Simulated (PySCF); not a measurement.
Compound: C₄H₇S (charge -1).
Numbering: `[CH3:1][C@@H:2]1[CH2:3][C@@H:4]1[S-:5]`

Structure used (PBE0-D3(BJ)/def2-SVP), in Å, numbered top down from 1:
```
atom  x, y, z in Å
C1     0.7112   -0.6580    1.2135
C2    -0.4624   -0.5702    0.2776
C3    -0.2831   -0.1487   -1.1581
C4    -0.9498    0.8030   -0.1892
S5    -0.1744    2.3248    0.3157
H6     0.3815   -0.8869    2.2425
H7     1.1832    0.3441    1.2300
H8     1.4493   -1.4252    0.9154
H9    -1.2463   -1.3236    0.4418
H10    0.7227    0.1530   -1.4706
H11   -0.8702   -0.6645   -1.9311
H12   -2.0461    0.8358   -0.3023
```

NICS = −σ at a ghost point: NICS(0) at the centroid of the ring atoms, NICS(1) 1 Å to either side along the normal of their mean plane, zz for the tensor component along that normal. Level: GIAO PBE0/pcSseg-1 (PySCF, non-relativistic, gas phase) on the PBE0-D3(BJ)/def2-SVP geometry, one conformer.

Ring bond lengths (Å), with Mayer bond orders in brackets: C2–C3 1.507 (0.95), C3–C4 1.513 (0.90), C4–C2 1.530 (0.88).

Give the NICS values of each ring in ppm.

| ring | type | NICS(0) | NICS(1), two faces | NICS(1)zz, two faces | rms pucker (Å) | centre to ring atoms, mean (Å) |
| --- | --- | --- | --- | --- | --- | --- |
| C2–C3–C4 | 3-membered carbocycle; formal bonds all single | -42.8 | -8.5 / -9.5 | -23.2 / -17.2 | 0.00 | 0.88 |

What do they say, and how far can they be read as aromaticity?

- C2–C3–C4: mean NICS(1)zz -20.2 ppm, shielded. C2, C3, C4 have four or more neighbours, and the NICS criterion for π rings isn't applied. The two faces differ by 6.0 ppm, so no symmetry operation interchanges them. NICS(0) lies 34 ppm below the mean NICS(1).

What field does 14.1 T along the ring normal induce along that normal at the first NICS(1) probe listed for ring C2–C3–C4, 1 Å off the ring?

NICSzz × B0 = -23.2 ppm × 14.1 T = -327 μT, against the applied field.

What are the shieldings of the ring atoms and their hydrogens in the same run (means over atoms taken as equivalent)?

```json
{"atoms": "C2", "environment": "three-membered-ring carbon", "σ isotropic (ppm)": "171.6"}
{"atoms": "C3", "environment": "three-membered-ring carbon", "σ isotropic (ppm)": "160.9"}
{"atoms": "C4", "environment": "sp3 carbon bound to sulfur", "σ isotropic (ppm)": "154.3"}
{"atoms": "H9", "environment": "methine hydrogen", "σ isotropic (ppm)": "31.54"}
{"atoms": "H10", "environment": "methylene hydrogen", "σ isotropic (ppm)": "32.70"}
{"atoms": "H11", "environment": "methylene hydrogen", "σ isotropic (ppm)": "30.87"}
{"atoms": "H12", "environment": "methine hydrogen", "σ isotropic (ppm)": "29.42"}
```

How do the values depend on the level or the medium?

```tsv
level	NICS(0), C2–C3–C4	mean NICS(1)zz, C2–C3–C4
PBE0/pcSseg-1, gas	-42.8	-20.2
wB97X-D/pcSseg-2, gas	-43.3	-20.7
```

The geometry is the same throughout.
